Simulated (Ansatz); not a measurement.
The input, for Ansatz 0.2.0:

```yaml
crystal:
  periodic: [false, false, false]
  atoms:
    - {symbol: Be, position_ang: [0.000000, 0.000000, 0.000000]}
    - {symbol: H, position_ang: [0.000000, 0.000000, 1.348270]}
basis:
  gaussian: {orbitals: cc-pVQZ}
magnetization: {spin_polarized: false, initial_magnetization: 1}
correlation: {method: fci, electrons: outside_noble_gas}
```

```sh
$ ansatz run in.yaml --threads 1 --pin off --events-out ev --progress --plain --max-ram 2393MiB
```

Log:

```
948 factors; integrals over basis functions are off by at most 2.1e-7 eV
mean field evaluation 1: about -411.4710 eV, gradient 5.6e0 eV
mean field evaluation 2: about -411.4718 eV, gradient 5.6e0 eV
mean field evaluation 4: about -412.3301 eV, gradient 6.0e-1 eV
mean field evaluation 8: about -412.3352 eV, gradient 2.2e-2 eV
mean field -412.33519368 eV, -15.1530388771 hartree, gradient 1.3e-6 eV, S^2 0.750000; 0 other end points of the search recorded, 0 dependent functions left out
mean field evaluation 16: about -411.5126 eV, gradient 5.7e0 eV
1 core orbitals not correlated: weight in the atoms' cores, before any rotation towards them, 1.000 or more for the frozen orbitals, at most 0.000 for the correlated occupied ones
reference -412.33519368 eV, -15.1530388771 hartree; 2, 1 occupied and 82, 83 virtual orbitals, 948 factors
state -413.56841476 eV, -15.1983589159 hartree
Total energy: -413.56841476 eV, -15.1983589159 hartree
```

Ran on 1 thread of Arm Neoverse V1, shared host: 6 s wall, 0.28 GiB peak host memory.
